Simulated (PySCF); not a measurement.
**EPR parameters of C3H5O**

Compound: C3H5O (doublet state).
Structure used (GFN2-xTB), in Å, numbered top down from 1:
```xyz
9
C3H5O angstrom
O      1.728   -0.593   -0.268
C      0.411   -0.382   -0.541
C     -0.713   -0.641    0.371
C     -0.422    0.766   -0.147
H      2.251    0.178   -0.517
H     -0.506   -0.869    1.410
H     -1.591   -1.138   -0.012
H     -1.116    1.180   -0.865
H     -0.028    1.506    0.543
```

The hyperfine couplings belong to this conformer and change with its torsions.

As a line formula: `O[C]1CC1` [radical].

Computed with PySCF, UKS B3LYP, pcH-1 on C H O, non-relativistic, mean-field spin-orbit, GIAO. One conformer (not necessarily the lowest) at the GFN2-xTB geometry, without solvent, vibrations or thermal averaging. The geometry wasn't refined by DFT: couplings that depend on bond lengths, twists or pyramidal angles can differ widely from those at the functional's own minimum. Stability of the SCF solution: not tested.

| Property | Result |
| --- | --- |
| g1, g2, g3 | 2.00208, 2.00348, 2.00429 |
| g_iso | 2.00328 |
| Form of g | rhombic: the two nearest values differ by 37 % of g3 − g1 |
| ⟨S²⟩ | 0.7527 (exact 0.7500) |
| Total energy | -192.45643 Eh |

Isotropic coupling and dipolar principal values T1 to T3, in 10⁻⁴ cm⁻¹; ρ(0) is the spin density at the nucleus (1 × 10⁻⁴ cm⁻¹ = 2.998 MHz):

| atom | isotope | a_iso | T1 | T2 | T3 | Mulliken spin population | ρ(0) (bohr⁻³) |
| --- | --- | --- | --- | --- | --- | --- | --- |
| O1 | 17O | -11.4 | -20.1 | 9.7 | 10.5 | 0.12 | 0.0562 |
| C2 | 13C | 134.3 | -22.1 | -20.7 | 42.8 | 0.79 | 0.3583 |
| C3 | 13C | 2.6 | -2.2 | -1.0 | 3.2 | 0.00 | 0.0070 |
| C4 | 13C | 3.0 | -2.2 | -0.9 | 3.2 | 0.01 | 0.0080 |
| H5 | 1H | -3.7 | -4.6 | -2.6 | 7.2 | 0.00 | -0.0025 |
| H6 | 1H | 8.1 | -1.8 | -0.6 | 2.4 | 0.02 | 0.0055 |
| H7 | 1H | 16.8 | -2.2 | -1.4 | 3.6 | 0.02 | 0.0112 |
| H8 | 1H | 16.5 | -2.2 | -1.4 | 3.6 | 0.02 | 0.0111 |
| H9 | 1H | 8.2 | -1.8 | -0.7 | 2.5 | 0.02 | 0.0055 |

The largest Mulliken spin populations are on C2 (+0.79) and O1 (+0.12). C2 is the only atom above +0.15. The angles at C2 add up to 316.4°, so it is pyramidal.

Under fast tumbling the dipolar parts average out, and these isotropic splittings remain: 4 × 1H (H6/H7/H8/H9, I = 1/2, 5 lines) with 1.33 mT and 1 × 1H (H5, I = 1/2, 2 lines) with 0.40 mT.

Nuclei that the bonding pattern makes equivalent are averaged, as if the motion that swaps them (rotation, inversion, ring flip) were fast. The 1H value of +37.2 MHz is a mean of couplings from 24.4 to 50.3 MHz in this one geometry, not an average over conformers.

The 13C coupling of C2 (402.8 MHz) shows only in satellite lines or after enrichment, since that isotope makes up about 1.07 % of natural carbon.

The 17O coupling of O1 (-34.1 MHz) shows only in satellite lines or after enrichment, since that isotope makes up about 0.038 % of natural oxygen.

Examples of negative spin density at the nucleus (bohr⁻³): H5 (-0.0025).

Time: 13 s (grids of density and orbitals included); peak memory 0.49 GiB. Hardware: one thread of an Arm Neoverse V1, shared host.
